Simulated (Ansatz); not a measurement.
# SiN (quartet): RPA-PBE over a scan of the distance Si1–N2, 6-31G

Aim: run SiN (quartet) with these functionals over a scan of the distance Si1–N2, and hold them against the top wave-function level at the same points.

Method: 6-31G, all electrons in the functionals, frozen cores in the correlation of double hybrids and RPA; program: Ansatz 0.2.0, Gaussian basis.

To be run: RPA-PBE, at 1.516 Å; 1.729 Å; 1.889 Å; 2.033 Å; 2.257 Å; 2.552 Å; 3.033 Å; 3.468 Å; 4.183 Å; 5.092 Å; 6.394 Å.

23 further runs of the same task are left out: 1 for a known fault of the program, 19 that didn't finish, 3 set aside as unsound or not needed.

### Step 1. The geometry

The geometry derives from a PBE0/def2-TZVP stationary point (not a proven minimum). One bond is set to the value named and the two fragments are kept rigid.

2 atoms, charge 0, spin multiplicity 4.

Atoms are counted from 1 here; the program's logs count them from 0.

Bond lengths: Si1–N2 1.889 Å.

No dispersion term is added.

The geometry shown and the zero of energy belong to the point 1.889 Å. The yardstick, FCI, and other wave-function levels (R restricted, U unrestricted, valence and pair active spaces) come from earlier runs.

### Step 2. RPA-PBE, 1.516 Å

in.yaml

```yaml
crystal:
  periodic: [false, false, false]
  atoms:
    - {symbol: Si, position_ang: [0.000000, 0.000000, 0.000000]}
    - {symbol: N, position_ang: [0.000000, 0.000000, 1.516000]}
basis:
  gaussian: {orbitals: 6-31G}
magnetization: {spin_polarized: true, initial_magnetization: 3}
hamiltonian: {xc: {name: PBE}}
correlation: {method: rpa, electrons: outside_noble_gas}
```

Started as:

```
$ ansatz run in.yaml --threads 1 --pin off --events-out ev --progress --plain --max-ram 2393MiB
```

After this run come: RPA-PBE, 1.729 Å; RPA-PBE, 1.889 Å; RPA-PBE, 2.033 Å; RPA-PBE, 2.257 Å; RPA-PBE, 2.552 Å; RPA-PBE, 3.033 Å; RPA-PBE, 3.468 Å; RPA-PBE, 4.183 Å; RPA-PBE, 5.092 Å; RPA-PBE, 6.394 Å.

Before running them: what should the planned runs give, taken together? Wanted: span of the FCI curve; largest miss, RPA-PBE.

The runs gave:

| quantity | value |
| --- | --- |
| span of the FCI curve | 2.005 eV |
| largest miss, RPA-PBE | -0.377 eV (2.257 Å) |

**Reading.** RPA-PBE strays by up to 0.377 eV, at 2.257 Å. RPA-PBE clearly breaks the spin symmetry at some points (⟨S²⟩ up to 1.00 above the pure value), so energy there is bought with a mixed spin. Functionals and the yardstick converge differently with the basis, so part of each miss in 6-31G is the basis.
